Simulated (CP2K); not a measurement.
# UHF-D4/DZVP-GTH (core potential, ngrids 5) run of C2HF2O (SMILES O=C[C](F)F)

What is the vertical electron affinity of C2HF2O at UHF-D4/DZVP-GTH (core potential, ngrids 5)? 

Program for the calculation: CP2K 2026.2.

1 further run of the same task is left out (set aside as unsound or not needed).

## Step 1: The molecule

C2HF2O has 6 atoms, charge 0, and is taken as a doublet. SMILES: `O=C[C](F)F`. The shape is that of a GFN2-xTB optimisation. This is one conformer, not always the lowest.

Bond lengths: O1–C2 1.220 Å, C2–C3 1.414 Å, C3–F4 1.318 Å, C3–F5 1.311 Å, C2–H6 1.103 Å. Angles: O1–C2–C3 124.7°, C2–C3–F4 122.8°, C2–C3–F5 125.9°, F4–C3–F5 111.3°, O1–C2–H6 122.8°, C3–C2–H6 112.5°.

## Step 2: Energy and forces at UHF-D4/DZVP-GTH (core potential, ngrids 5)

File calc.inp:

```
&FORCE_EVAL
 METHOD QS
 &DFT
  BASIS_SET_FILE_NAME GTH_BASIS_SETS
  POTENTIAL_FILE_NAME GTH_POTENTIALS
  MULTIPLICITY 2
  SPIN_POLARIZED T
  &QS
   METHOD GAPW
   EPS_DEFAULT 1.0E-10
  &END QS
  &MGRID
   CUTOFF 280
   REL_CUTOFF 60
   NGRIDS 5
  &END MGRID
  &POISSON
   PERIODIC NONE
   POISSON_SOLVER MULTIPOLE
  &END POISSON
  &SCF
   SCF_GUESS ATOMIC
   EPS_SCF 5.0E-07
   MAX_SCF 30
   &OT
    MINIMIZER DIIS
    PRECONDITIONER FULL_ALL
   &END OT
   &OUTER_SCF
    EPS_SCF 5.0E-07
    MAX_SCF 10
   &END OUTER_SCF
  &END SCF
  &XC
   &XC_FUNCTIONAL NONE
   &END XC_FUNCTIONAL
   &HF
    FRACTION 1
    &SCREENING
     EPS_SCHWARZ 1.0E-09
    &END SCREENING
    &MEMORY
     MAX_MEMORY 1050
    &END MEMORY
   &END HF
   &VDW_POTENTIAL
    POTENTIAL_TYPE PAIR_POTENTIAL
    &PAIR_POTENTIAL
     TYPE DFTD4
     REFERENCE_FUNCTIONAL HF
    &END PAIR_POTENTIAL
   &END VDW_POTENTIAL
  &END XC
  &PRINT
   &MOMENTS
    PERIODIC F
    REFERENCE COM
    MAX_MOMENT 1
   &END MOMENTS
   &MO_CUBES
    NLUMO 3
    NHOMO -1
    WRITE_CUBE F
   &END MO_CUBES
   &HIRSHFELD OFF
   &END HIRSHFELD
  &END PRINT
 &END DFT
 &SUBSYS
  &CELL
   ABC 12.6 10.5 13.2
   PERIODIC NONE
  &END CELL
  &COORD
   O      6.868350     5.490305     8.208385
   C      6.067420     5.311785     7.305115
   C      6.407530     5.205795     5.936895
   F      5.510980     5.009695     4.991615
   F      7.617730     5.273215     5.438445
   H      4.982270     5.215125     7.478505
  &END COORD
  &KIND O
   BASIS_SET DZVP-GTH-q6
   POTENTIAL GTH-PBE-q6
  &END KIND
  &KIND C
   BASIS_SET DZVP-GTH-q4
   POTENTIAL GTH-PBE-q4
  &END KIND
  &KIND F
   BASIS_SET DZVP-GTH-q7
   POTENTIAL GTH-PBE-q7
  &END KIND
  &KIND H
   BASIS_SET DZVP-GTH-q1
   POTENTIAL GTH-PBE-q1
  &END KIND
 &END SUBSYS
 &PRINT
  &FORCES ON
  &END FORCES
 &END PRINT
&END FORCE_EVAL

&GLOBAL
 PROJECT_NAME calc
 RUN_TYPE ENERGY_FORCE
 PRINT_LEVEL MEDIUM
&END GLOBAL
```

Command:

```bash
$ OMP_NUM_THREADS=1 cp2k.psmp -i calc.inp > calc.out 2>&1
```

The program printed:

```text
CP2K| version string:                                       CP2K version 2026.2
[...]
 GLOBAL| Method name                                                        CP2K
[...]
 GLOBAL| Run type                                                   ENERGY_FORCE
[...]
 DFT| Spin unrestricted (spin-polarized) Kohn-Sham calculation               UKS
 DFT| Multiplicity                                                             2
[...]
 DFT| Charge                                                                   0
[...]
 QS| Method:                                                                GAPW
[...]
 QS| Density cutoff [a.u.]:                                                140.0
[...]
 QS| Relative density cutoff [a.u.]:                                        30.0
[...]
                             - Atoms:                                          6
[...]
                             - Spherical basis functions:                     70
[...]
 Number of electrons:                                                         15
[...]
     1 OT DIIS     0.15E+00    1.9     0.09462850       -72.0888860924 -7.21E+01
[...]
     7 OT DIIS     0.15E+00    0.7     0.00000042       -75.1249405849 -8.43E-10
  *** SCF run converged in     7 steps ***
[...]
  Overlap energy of the core charge distribution:               0.00000072268153
  Self energy of the core charge distribution:               -198.23156233612437
  Core Hamiltonian energy:                                     57.01776705205371
  Hartree energy:                                              90.55355790855496
  Exchange-correlation energy:                                  0.00000000000000
  Hartree-Fock Exchange energy:                               -15.44398239918012
  Dispersion energy:                                           -0.01268385256406
[...]
                     Mulliken Population Analysis
 #  Atom  Element  Kind  Atomic population (alpha,beta) Net charge  Spin moment
       1     O        1         3.418079     2.805144    -0.223224     0.612935
       2     C        2         1.690820     2.217812     0.091368    -0.526992
       3     C        2         2.203508     1.322709     0.473782     0.880799
       4     F        3         3.615385     3.610802    -0.226187     0.004583
       5     F        3         3.604900     3.599844    -0.204744     0.005056
       6     H        4         0.467307     0.443688     0.089004     0.023619
 # Total charge and spin       15.000000    14.000000    -0.000000     1.000000
[...]
  Dipole moment [Debye]
    X= -0.1822562E+01 Y= -0.2582645E+00 Z= -0.6648359E+00  Total=      1.9571512
[...]
 WARNING : did not converge in ot_eigensolver
 number of iterations          299  exceeded maximum
 current gradient / target gradient   2.1517610499004799E-004  /    1.0000000000000001E-005
[...]
 WARNING : did not converge in ot_eigensolver
 number of iterations          299  exceeded maximum
 current gradient / target gradient   1.8090684376437046E-004  /    1.0000000000000001E-005
[...]
 HOMO - LUMO gap [eV] :   14.464361
[...]
 ENERGY| Total FORCE_EVAL ( QS ) energy [hartree]            -75.124940585113237
 FORCES| Atomic forces [hartree/bohr]
 FORCES|   Atom     x               y               z               |f|
 FORCES|      1  1.09733718E-02  1.53193489E-03  3.46298242E-03   1.16083573E-02
 FORCES|      2 -2.42439353E-02 -4.02680760E-03 -1.29322401E-02   2.77709635E-02
 FORCES|      3  1.12872095E-02 -6.09274633E-04 -1.51988672E-02   1.89414328E-02
 FORCES|      4  8.51359488E-03  2.40381393E-03  1.42974057E-02   1.68129542E-02
 FORCES|      5 -1.40672638E-02 -2.76351120E-04  9.06096317E-03   1.67351527E-02
 FORCES|      6  7.49609781E-03  1.02022603E-03  1.20150266E-03   7.66002298E-03
 FORCES| Sum    -4.09251877E-05  4.35414880E-05 -1.08253346E-04
 FORCES| Total atomic force                                       1.23650795E-04
[...]
```

It took 41 s on 1 thread of Arm Neoverse V1, shared host; peak memory 0.79 GiB.

## Step 3: The singlet anion at the same level

File mol.inp:

```
&GLOBAL
    PROJECT_NAME mol
    RUN_TYPE ENERGY_FORCE
    PRINT_LEVEL MEDIUM
&END GLOBAL

&FORCE_EVAL
    METHOD Quickstep
    &DFT
        BASIS_SET_FILE_NAME GTH_BASIS_SETS
        POTENTIAL_FILE_NAME GTH_POTENTIALS
        CHARGE -1
        &QS
            METHOD GAPW
            EPS_DEFAULT 1.0E-10
        &END QS
        # real-space grids
        &MGRID
            CUTOFF 280
            REL_CUTOFF 60
            NGRIDS 5
        &END MGRID
        &POISSON
            PERIODIC NONE
            POISSON_SOLVER MULTIPOLE
        &END POISSON
        # self-consistent field
        &SCF
            SCF_GUESS ATOMIC
            EPS_SCF 5.0E-07
            MAX_SCF 100
            ADDED_MOS 3
            &DIAGONALIZATION
                ALGORITHM STANDARD
            &END DIAGONALIZATION
            &MIXING
                METHOD DIRECT_P_MIXING
                ALPHA 0.4
            &END MIXING
        &END SCF
        # functional
        &XC
            &XC_FUNCTIONAL NONE
            &END XC_FUNCTIONAL
            &HF
                FRACTION 1
                &SCREENING
                    EPS_SCHWARZ 1.0E-09
                &END SCREENING
                &MEMORY
                    MAX_MEMORY 1050
                &END MEMORY
            &END HF
            &VDW_POTENTIAL
                POTENTIAL_TYPE PAIR_POTENTIAL
                &PAIR_POTENTIAL
                    TYPE DFTD4
                    REFERENCE_FUNCTIONAL HF
                &END PAIR_POTENTIAL
            &END VDW_POTENTIAL
        &END XC
        # extra output
        &PRINT
            &MOMENTS
                PERIODIC F
                REFERENCE COM
                MAX_MOMENT 1
            &END MOMENTS
            &MO ON
                ENERGIES T
                OCCUPATION_NUMBERS T
                NDIGITS 6
                &EACH
                    QS_SCF 0
                &END EACH
                ADD_LAST NUMERIC
            &END MO
            &HIRSHFELD OFF
            &END HIRSHFELD
        &END PRINT
    &END DFT
    &SUBSYS
        # vacuum box
        &CELL
            ABC 12.6 10.5 13.2
            PERIODIC NONE
        &END CELL
        &COORD
            O      6.868350     5.490305     8.208385
            C      6.067420     5.311785     7.305115
            C      6.407530     5.205795     5.936895
            F      5.510980     5.009695     4.991615
            F      7.617730     5.273215     5.438445
            H      4.982270     5.215125     7.478505
        &END COORD
        &KIND O
            BASIS_SET DZVP-GTH-q6
            POTENTIAL GTH-PBE-q6
        &END KIND
        &KIND C
            BASIS_SET DZVP-GTH-q4
            POTENTIAL GTH-PBE-q4
        &END KIND
        &KIND F
            BASIS_SET DZVP-GTH-q7
            POTENTIAL GTH-PBE-q7
        &END KIND
        &KIND H
            BASIS_SET DZVP-GTH-q1
            POTENTIAL GTH-PBE-q1
        &END KIND
    &END SUBSYS
    # extra output
    &PRINT
        &FORCES ON
        &END FORCES
    &END PRINT
&END FORCE_EVAL
```

Command:

```bash
$ OMP_NUM_THREADS=1 cp2k.psmp mol.inp > mol.out
```

The program printed, shortened:

```text
CP2K| version string:                                       CP2K version 2026.2
[...]
 GLOBAL| Method name                                                        CP2K
[...]
 GLOBAL| Run type                                                   ENERGY_FORCE
[...]
 DFT| Spin restricted Kohn-Sham (RKS) calculation                            RKS
 DFT| Multiplicity                                                             1
[...]
 DFT| Charge                                                                  -1
[...]
 QS| Method:                                                                GAPW
[...]
 QS| Density cutoff [a.u.]:                                                140.0
[...]
 QS| Relative density cutoff [a.u.]:                                        30.0
[...]
                             - Atoms:                                          6
[...]
                             - Spherical basis functions:                     70
[...]
 Number of electrons:                                                         30
[...]
     1 P_Mix/Diag. 0.40E+00    1.7     0.92806396       -76.2356037921 -7.62E+01
[...]
    20 DIIS/Diag.  0.30E-06    0.5     0.00000038       -75.1210628364 -1.07E-12
  *** SCF run converged in    20 steps ***
[...]
  Overlap energy of the core charge distribution:               0.00000072268153
  Self energy of the core charge distribution:               -198.23156233612437
  Core Hamiltonian energy:                                     57.50246288567739
  Hartree energy:                                              90.35188643218257
  Exchange-correlation energy:                                  0.00000000000000
  Hartree-Fock Exchange energy:                               -15.74082539602466
  Dispersion energy:                                           -0.01516863150337
[...]
                     Mulliken Population Analysis
 #  Atom  Element  Kind  Atomic population                           Net charge
       1     O        1          6.578777                             -0.578777
       2     C        2          3.946507                              0.053493
       3     C        2          3.850088                              0.149912
[...]
  Dipole moment [Debye]
    X= -0.1563100E+01 Y= -0.5690105E+00 Z= -0.3705812E+01  Total=      4.0620312
  Decoupling Energy:                                               0.0496491389
 ENERGY| Total FORCE_EVAL ( QS ) energy [hartree]            -75.121062836368452
[...]
```

It took 20 s on 1 thread of Arm Neoverse V1, shared host; peak memory 0.75 GiB.

## Step 4: What came out

At UHF-D4/DZVP-GTH (core potential, ngrids 5):

| quantity | value |
| --- | --- |
| doublet C2HF2O: total energy | -75.12494 Eh |
| doublet C2HF2O: dipole moment | 1.96 D |
| doublet C2HF2O: HOMO energy (highest over α and β) | -11.31 eV |
| doublet C2HF2O: LUMO energy (lowest over α and β) | 1.62 eV |
| doublet C2HF2O: dispersion energy | -33.30 kJ/mol |
| doublet C2HF2O: ⟨S²⟩ | 0.905 |
| doublet C2HF2O: largest force on an atom | 1.428 eV/Å |
| singlet anion: total energy | -75.12106 Eh |
| singlet anion: HOMO energy | -1.41 eV |
| singlet anion: LUMO energy | 11.87 eV |
| singlet anion: HOMO–LUMO gap (to an unbound level, set by the basis) | 13.28 eV |
| singlet anion: dispersion energy | -39.83 kJ/mol |
| singlet anion: largest force on an atom | 5.923 eV/Å |
| vertical electron affinity (to the singlet anion) | -0.106 eV |

What this shows: The anion lies 0.11 eV (2.4 kcal/mol) above the neutral: the electron isn't bound at this level, and such a value depends on the basis. Without diffuse functions anions come out too high. Hartree–Fock misses the correlation that binds many anions. The largest force (doublet C2HF2O) is 1.43 eV/Å: the shape isn't a stationary point for this species at this level. ⟨S²⟩ (doublet C2HF2O) is 0.90 where a pure doublet has 0.75: the reference is spin-contaminated.
